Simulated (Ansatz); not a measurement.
A made-up structure of CH5NSi, singlet:

```json
{"atom": "C1", "x (Å)": "-0.7175", "y (Å)": "0.8392", "z (Å)": "-0.4472"}
{"atom": "Si2", "x (Å)": "0.5853", "y (Å)": "-0.3525", "z (Å)": "0.0963"}
{"atom": "N3", "x (Å)": "0.2345", "y (Å)": "-1.5034", "z (Å)": "1.1415"}
{"atom": "H4", "x (Å)": "-0.8584", "y (Å)": "0.7873", "z (Å)": "-1.5304"}
{"atom": "H5", "x (Å)": "-0.4247", "y (Å)": "1.8652", "z (Å)": "-0.2074"}
{"atom": "H6", "x (Å)": "-0.4932", "y (Å)": "-1.0681", "z (Å)": "1.7083"}
{"atom": "H7", "x (Å)": "1.9038", "y (Å)": "-0.0808", "z (Å)": "-0.5506"}
{"atom": "H8", "x (Å)": "0.9372", "y (Å)": "-2.1631", "z (Å)": "1.4480"}
```

It is relaxed with PBE-D4/def2-SVP and then PBE0-D4/def2-TZVP (Ansatz 0.2.0). Atoms count as bonded within 1.22 times the sum of their covalent radii (H–H: 0.88 Å). The end point is not checked to be a true minimum.

Task: Does its bonding change? (A judgement: the text doesn't fix the answer.)

Result: The calculation gives: No: no bond forms or breaks.

Where it ends: The first stage lowers the energy by 2.41 eV in 16 steps. It ends as CH₅NSi ([CH2][SiH][NH2]):
C1  (-0.467, 0.979, -0.584)
Si2  (0.625, -0.105, 0.120)
N3  (0.257, -1.464, 1.059)
H4  (-1.544, 0.912, -0.504)
H5  (-0.081, 1.809, -1.163)
H6  (-0.679, -1.750, 1.288)
H7  (2.092, 0.006, -0.003)
H8  (0.964, -2.063, 1.446)
(Å)

Labels in which every atom is bracketed show which atoms are joined, not bond orders.

For scale, one of the runs: PBE0-D4/def2-TZVP relaxation, 129 basis functions, launched by `ansatz run in.yaml --threads 2 --pin off --events-out ev --progress --plain --max-ram 4352MiB`. The run took about 15 s on 2 CPU threads of an Arm Neoverse V2 (shared host).
